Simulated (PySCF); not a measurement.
Gas-phase reaction: SiCl3NH2 + 3 Si2H6 + 2 NH → 3 SiH2ClNH2 + i-Si4H10

Computed with PySCF and rigid-rotor harmonic-oscillator thermochemistry at 1 bar. † marks an energy on the PBE0/def2-TZVP geometry and frequencies. CCSD(T) freezes the core. Open shells (unrestricted): NH (multiplicity 3); the rest are closed-shell singlets. SiCl3NH2, SiH2ClNH2: computed as isolated molecules; such fragments, hydroxides, amides, oligomers or adducts are transient or little studied in the gas. CCSD(T) isn't extrapolated to the basis-set limit.

r2SCAN/def2-TZVP† gives ΔH°(298 K) = -886 kJ.

### Question
What do PBE/def2-TZVP†, ωB97M-V/def2-TZVP†, CCSD(T)/def2-SVP† give?

### Answer
PBE/def2-TZVP†: -921 kJ; ωB97M-V/def2-TZVP†: -912 kJ; CCSD(T)/def2-SVP†: -809 kJ. For scale, ΔH°(298 K) is -886 kJ at this level, -912 kJ at ωB97M-V/def2-TZVP†, and runs from -1095 to -527 kJ over the 17 levels computed.
